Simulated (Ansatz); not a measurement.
Wavefunction ladder for C$_{8}$H$_{18}$ (`CCCCC(C)(C)C`)

```tsv
atom	x (Å)	y (Å)	z (Å)
C1	0.582	2.482	2.013
C2	-0.608	2.289	1.087
C3	-0.366	1.296	-0.044
C4	-0.146	-0.130	0.438
C5	0.024	-1.206	-0.644
C6	0.249	-2.544	0.057
C7	1.233	-0.901	-1.525
C8	-1.227	-1.311	-1.513
H9	0.379	3.250	2.763
H10	0.837	1.564	2.547
H11	1.468	2.794	1.450
H12	-1.477	1.964	1.671
H13	-0.881	3.257	0.652
H14	0.499	1.631	-0.628
H15	-1.224	1.326	-0.722
H16	-0.993	-0.418	1.075
H17	0.740	-0.163	1.082
H18	0.375	-3.352	-0.669
H19	-0.601	-2.798	0.698
H20	1.144	-2.513	0.684
H21	2.141	-0.795	-0.923
H22	1.401	-1.710	-2.241
H23	1.097	0.020	-2.095
H24	-1.129	-2.132	-2.229
H25	-2.114	-1.505	-0.902
H26	-1.404	-0.397	-2.084
```

The species carries charge 0 and has multiplicity 1. All single points use the PBE0-D4/def2-TZVP geometry. It is one conformer, not always the lowest. Frozen core, restricted reference, the Gaussian-basis code of Ansatz. CBS rows extrapolate triple and quadruple zeta; past MP2 they add the triple-zeta difference.

```json
{"basis": "def2-TZVPP", "HF (Eh)": "-313.54765", "MP2 corr.": "-1.42436", "CCSD corr.": "-1.51334", "(T)": "-0.06002", "CCSD(T) total": "-315.12101"}
{"basis": "def2-QZVPP", "HF (Eh)": "-313.56248", "MP2 corr.": "-1.51131", "CCSD corr.": "–", "(T)": "–", "CCSD(T) total": "–"}
{"basis": "CBS(def2)", "HF (Eh)": "-313.56452", "MP2 corr.": "-1.57572", "CCSD corr.": "-1.66470", "(T)": "as TZ", "CCSD(T) total": "-315.28924"}
```
